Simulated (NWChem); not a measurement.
# One shape, several levels: C2F3N (cyanotrifluoromethane)

Wanted: a comparison of 6 runs (HF/STO-3G, HF/3-21G, B2PLYP/cc-pVDZ, B3LYP/6-31G*, MP3/cc-pVDZ) of C2F3N (cyanotrifluoromethane). 

Program for the calculation: NWChem 7.3.0.

43 further runs of the same task are left out: 1 that didn't finish, 42 set aside as unsound or not needed.

## Step 1: Starting point

The species is C2F3N (6 atoms), meant as a singlet with charge 0. As SMILES, `N#CC(F)(F)F`. The C3–F5 distance was set to 2.387 Å, away from the relaxed value. At this shape a bond of the SMILES string is far longer than usual.

Bond lengths: N1–C2 1.146 Å, C2–C3 1.481 Å, C3–F4 1.326 Å, C3–F6 1.326 Å. Angles: N1–C2–C3 180.0°, C2–C3–F4 110.1°, C2–C3–F6 110.1°, F4–C3–F6 108.8°.

## Step 2: The energy at HF/STO-3G (run 1)

Contents of run.xyz:

```xyz
6

N      0.391786    -2.170216     1.608934
C     -0.144114    -1.275716     1.133234
C     -0.836714    -0.119516     0.518234
F     -1.946314    -0.520916    -0.086866
F      0.581500     0.927000    -1.091500
F     -1.155514     0.769684     1.449034
```

Contents of run.py:

```python
from ase.io import read
from ase.calculators.nwchem import NWChem

atoms = read('run.xyz')

calc = NWChem(
    label='run',
    theory='scf',
    memory='2200 mb',
    basis='STO-3G',
    basispar='spherical bse',
    scf={'nopen': '0', 'rhf': None, 'thresh': '1e-08', 'maxiter': '80', 'print': 'low'},
    task='energy',
)
atoms.calc = calc

print("Total energy (eV):", round(atoms.get_potential_energy(), 6))
```

Started as:

```
export ASE_NWCHEM_COMMAND="nwchem PREFIX.nwi > PREFIX.nwo"
python run.py
```

Standard output:

```text
Total energy (eV): -11492.900734
```

The calculator wrote run.nwi:

```
title "run"

permanent_dir run

scratch_dir run

start run

geometry units angstrom nocenter noautosym noautoz
  N  3.9178600000000002e-01 -2.1702159999999999e+00 1.6089340000000001e+00
  C  -1.4411399999999999e-01 -1.2757160000000001e+00 1.1332340000000001e+00
  C  -8.3671399999999996e-01 -1.1951600000000000e-01 5.1823399999999997e-01
  F  -1.9463140000000001e+00 -5.2091600000000005e-01 -8.6865999999999999e-02
  F  5.8150000000000002e-01 9.2700000000000005e-01 -1.0914999999999999e+00
  F  -1.1555139999999999e+00 7.6968400000000003e-01 1.4490339999999999e+00
end

memory 2200 mb

basis spherical bse noprint
   * library STO-3G
end

scf
  nopen 0
  rhf
  thresh 1e-08
  maxiter 80
  print low
end

task scf energy
```

run.nwo:

```text
Northwest Computational Chemistry Package (NWChem) 7.3.0
             --------------------------------------------------------

           Job information
           ---------------

    nwchem branch   = 7.3.0
    use scalapack   = T
    input           = run.nwi
    prefix          = run.
    data base       = run/run.db
    status          = startup
    nproc           =        1

           Memory information
           ------------------

    heap     =     72089598 doubles =      550.0 Mbytes
    stack    =     72089595 doubles =      550.0 Mbytes
    global   =    144179200 doubles =     1100.0 Mbytes (distinct from heap & stack)
    total    =    288358393 doubles =     2200.0 Mbytes
    verify   = yes
    hardfail = no

[... 38 lines left out ...]
            Nuclear Dipole moment (a.u.)
[... 42 lines left out ...]
                                 NWChem SCF Module
                                 -----------------

                                        run

  ao basis        = "ao basis"
  functions       =    30
  atoms           =     6
  closed shells   =    23
  open shells     =     0
  charge          =   0.00
  wavefunction    = RHF
  input vectors   = atomic
  output vectors  = run/run.movecs
  use symmetry    = F
  symmetry adapt  = F

 Forming initial guess at       0.0s

 Starting SCF solution at       0.1s

       Final RHF  results
       ------------------

         Total SCF energy =   -422.356315247991
      One-electron energy =   -997.310584473595
      Two-electron energy =    369.627064911871
 Nuclear repulsion energy =    205.327204313732

        Time for solution =      1.5s

 Task  times  cpu:        1.6s     wall:        1.6s
 Total times  cpu:        1.6s     wall:        1.6s
```

Wall time 2.5 s (1 thread of Intel Xeon Platinum 8488C (Sapphire Rapids), shared host); peak memory 0.099 GiB.

## Step 3: The energy at HF/3-21G (run 2)

Contents of struct.nw:

```
START struct
TITLE "C2F3N hf"
memory stack 880 mb heap 220 mb global 1100 mb

GEOMETRY units angstrom noautosym nocenter noautoz
  N        0.391786      -2.170216       1.608934
  C       -0.144114      -1.275716       1.133234
  C       -0.836714      -0.119516       0.518234
  F       -1.946314      -0.520916      -0.086866
  F        0.581500       0.927000      -1.091500
  F       -1.155514       0.769684       1.449034
END

BASIS spherical bse
  * library 3-21G
END

SCF
  thresh 1e-08
  maxiter 80
  print low
END

TASK scf
```

Started as:

```
nwchem struct.nw > struct.out
```

Standard output:

```text
[...]
  functions       =    54
[...]
  wavefunction    = RHF
[...]
         Total SCF energy =   -425.914101102818
      One-electron energy =   -996.908715251922
      Two-electron energy =    365.667409835372
 Nuclear repulsion energy =    205.327204313733
        Time for solution =      1.8s
 Task  times  cpu:        1.8s     wall:        1.8s
[...]
```

Run time: 2.3 s. Hardware: 1 thread of Intel Xeon Platinum 8488C (Sapphire Rapids), shared host; peak memory 0.099 GiB.

Runs 3 to 5 aren't shown in full; the table further down has their settings and results.

## Step 4: A single-point energy at MP3/cc-pVDZ (run 6)

Contents of c2f3n.nw:

```
start c2f3n
memory stack 330 mb heap 110 mb global 1760 mb
geometry units au noautosym nocenter noautoz
  N   0.74036824 -4.10111387  3.04044461
  C  -0.27233599 -2.41075385  2.14150190
  C  -1.58116030 -0.22585251  0.97932033
  F  -3.67800041 -0.98438857 -0.16415295
  F   1.09887574  1.75177612 -2.06263607
  F  -2.18360499  1.45449196  2.73827741
end
basis spherical bse
  * library cc-pVDZ
end
scf
  thresh 1e-08
  maxiter 80
end
tce
  scf
  mbpt3
  freeze core 6
  maxiter 60
end
task tce energy
```

Started as:

```
nwchem c2f3n.nw > c2f3n.out
```

Standard output:

```text
[...]
  functions       =    84
[...]
  wavefunction    = RHF
[...]
         Total SCF energy =   -428.275030962397
      One-electron energy =   -999.794008900236
      Two-electron energy =    366.191788390361
 Nuclear repulsion energy =    205.327189547479
        Time for solution =     23.7s
[...]
         Wavefunction type : Restricted Hartree-Fock
          No. of electrons :    46
[...]
         Spin multiplicity : singlet
[...]
```

Wall time 44 s (1 thread of Intel Xeon Platinum 8488C (Sapphire Rapids), shared host); peak memory 1.3 GiB.

## Step 5: All runs side by side

| run | level | iteration cap | module | energy (Eh) | wall time |
| --- | --- | --- | --- | --- | --- |
| 1 | HF/STO-3G | 80 | scf | -422.356315 | 2.5 s |
| 2 | HF/3-21G | 80 | scf | -425.914101 | 2.3 s |
| 3 | B2PLYP/cc-pVDZ | 100 | dft | -429.984151 | 37 s |
| 4 | B3LYP/6-31G* (spherical functions) | 100 | dft | -430.272396 | 27 s |
| 5 | B3LYP/6-31G* (Cartesian functions) | 100 | dft | -430.278558 | 14 s |
| 6 | MP3/cc-pVDZ | 80 | tce | -429.272273 | 44 s |

## Step 6: Outcome

| quantity | value |
| --- | --- |
| run 6: total energy | -429.27227 Eh |
| run 6: HOMO energy (Hartree–Fock orbitals) | -12.73 eV |
| run 6: LUMO energy (Hartree–Fock orbitals) | -2.27 eV |
| run 6: HOMO–LUMO gap (Hartree–Fock orbitals) | 10.46 eV |
| run 6: correlation energy (6 core orbitals frozen) | -997.2 mEh |

What this shows: Totals of different functionals can't be ranked against each other. In run 1 the basis is minimal, so the values are rough. In runs 1, 2, 3, 4, 5, 6 a closed-shell determinant meets a far-stretched bond, which it describes badly. All runs together took 2.1 min, the longest 44 s.
